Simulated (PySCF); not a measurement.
Molfile (atoms numbered from 1):
```
CCl3F
     RDKit          3D

  5  4  0  0  0  0  0  0  0  0999 V2000
    0.0603   -0.1410    1.3961 F   0  0  0  0  0  0  0  0  0  0  0  0
    0.0046   -0.0063    0.0667 C   0  0  0  0  0  0  0  0  0  0  0  0
   -0.4579    1.6606   -0.3126 Cl  0  0  0  0  0  0  0  0  0  0  0  0
    1.6028   -0.3706   -0.6039 Cl  0  0  0  0  0  0  0  0  0  0  0  0
   -1.2011   -1.1397   -0.5634 Cl  0  0  0  0  0  0  0  0  0  0  0  0
  1  2  1  0
  2  3  1  0
  2  4  1  0
  2  5  1  0
M  END
```

Geometry: GFN2-xTB; GIAO absolute shieldings from PySCF 2.14, gas phase, non-relativistic, averaged over equivalent atoms.

At BHandHLYP/aug-cc-pVDZ (127 basis functions, about 5 core-seconds):
```
      atoms  σ (ppm)
         F1    212.8
         C2     54.6
Cl3/Cl4/Cl5    469.8
```

Predict the values at HSE06/aug-cc-pVDZ on the same geometry.

Results:


```json
{"atoms": "F1", "σ at HSE06/aug-cc-pVDZ": "186.6", "change": "-26.2"}
{"atoms": "C2", "σ at HSE06/aug-cc-pVDZ": "49.8", "change": "-4.8"}
{"atoms": "Cl3/Cl4/Cl5", "σ at HSE06/aug-cc-pVDZ": "438.7", "change": "-31.1"}
```

The largest change is at Cl3/Cl4/Cl5 (chlorine bonded to C). Cost: 127 basis functions, roughly 10 core-seconds.

Carbons that carry Cl, above all several Cl atoms, come out too deshielded, partly because spin–orbit coupling is missing.
